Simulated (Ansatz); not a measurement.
Nudged elastic band run: CH₅OSi

input.yaml

```yaml
crystal:
  periodic: [false, false, false]
  atoms:
    - { symbol: C, position_ang: [-0.691822, 0.909395, -0.102848] }
    - { symbol: Si, position_ang: [0.680001, -0.332962, -0.461287] }
    - { symbol: O, position_ang: [0.192859, -1.783964, 0.266158] }
    - { symbol: H, position_ang: [-1.647714, 0.598605, -0.56928] }
    - { symbol: H, position_ang: [-0.418354, 1.909315, -0.495898] }
    - { symbol: H, position_ang: [-0.851436, 0.99311, 0.993487] }
    - { symbol: H, position_ang: [1.993504, 0.160116, 0.133468] }
    - { symbol: H, position_ang: [0.834962, -2.510713, 0.1805] }
magnetization:
  spin_polarized: true
  initial_magnetization: 1
basis:
  gaussian: { orbitals: def2-SVP }
hamiltonian:
  xc: pbe
  dispersion: d4
neb:
  order_check: false
  images: 7
  f_tol: 0.2
  max_iterations: 60
  initial_path: idpp
  final_atoms:
    - { symbol: C, position_ang: [-0.63671589, 0.94993511, -0.10036759] }
    - { symbol: Si, position_ang: [0.84896142, -0.20971287, -0.14051204] }
    - { symbol: O, position_ang: [0.21814347, -1.76575795, -0.37193943] }
    - { symbol: H, position_ang: [-1.34145479, 0.63493509, 0.69878537] }
    - { symbol: H, position_ang: [-1.18128562, 0.94201663, -1.06536301] }
    - { symbol: H, position_ang: [-0.30926531, 1.98819264, 0.10907967] }
    - { symbol: H, position_ang: [1.60730481, -0.12323153, 1.17810716] }
    - { symbol: H, position_ang: [0.8863119, -2.4734751, -0.36349013] }
```

Command:

```bash
$ ansatz run input.yaml --threads 1 --pin off --max-ram 2048MiB --backend cpu --events-out ev --progress --plain --runs-dir out
```

Output, in part (warnings, iteration lines, the closing report on the highest movable image, with atoms numbered from 0):

```
NEB end point (image 0): max|allowed force component| = 3.973e-3 eV/Å (the criterion of neb.relax_end_points is 4.000e-2)
NEB end point (image 8): max|allowed force component| = 7.763e-3 eV/Å (the criterion of neb.relax_end_points is 4.000e-2)
NEB iter   1: max|band force component| = 5.288e-1 eV/Å  barrier→ = 0.0814 eV  barrier← = 0.0813 eV  Δτ_max = 0.0716 Å  (243 SCF iters)
NEB iter   2: max|band force component| = 2.029e-1 eV/Å  barrier→ = 0.0488 eV  barrier← = 0.0487 eV  CI = image 4  Δτ_max = 0.0733 Å  (207 SCF iters)
NEB iter   3: max|band force component| = 7.457e-2 eV/Å  barrier→ = 0.0413 eV  barrier← = 0.0413 eV  CI = image 4  Δτ_max = 0.0000 Å  (402 SCF iters)
Total energy: -11030.24205099 eV, -405.3539188074 hartree
Atom 0 at    -0.660669     0.938115     0.105763 Å, force     0.001162     0.052887    -0.012828 eV/Å
Atom 1 at     0.828618    -0.162047    -0.279369 Å, force     0.038757     0.005930     0.018060 eV/Å
Atom 2 at     0.196189    -1.704266    -0.590173 Å, force    -0.016574    -0.000827    -0.009652 eV/Å
Atom 3 at    -1.582624     0.337681    -0.030588 Å, force    -0.027740     0.003110     0.010926 eV/Å
Atom 4 at    -0.720159     1.822261    -0.560378 Å, force    -0.003304    -0.026536     0.000518 eV/Å
Atom 5 at    -0.614167     1.301331     1.152997 Å, force    -0.022676    -0.021875    -0.008282 eV/Å
Atom 6 at     1.770874    -0.210294     0.915969 Å, force     0.034713    -0.005758     0.000779 eV/Å
Atom 7 at     0.873937    -2.379880    -0.769922 Å, force    -0.004337    -0.006932     0.000479 eV/Å
Dipole moment:     0.093050    -0.041181    -0.010586 e Å
```

The run converged. The threshold of 0.2 eV/Å is loose, so the images may lie well off the minimum-energy path. Another band between the same ends (7 images) ends at a top of the same energy, where a vibrational analysis finds 1 clearly imaginary mode.

Final band (atoms are numbered from 1 in the order of the input):

| image | path coordinate (Å) | energy (kJ/mol) | dihedral H5–C1–Si2–O3 (°) |
| --- | --- | --- | --- |
| 0 | 0.00 | 0.0 | 177 |
| 1 | 0.37 | 0.6 | -168 |
| 2 | 0.74 | 1.9 | -153 |
| 3 | 1.11 | 3.4 | -138 |
| 4 | 1.48 | 4.0 | -124 |
| 5 | 1.85 | 3.5 | -108 |
| 6 | 2.23 | 2.1 | -93 |
| 7 | 2.60 | 0.6 | -78 |
| 8 | 2.98 | 0.0 | -63 |

The run took 62 s on 1 thread of Arm Neoverse V2, on a shared host, peak memory 0.13 GiB.
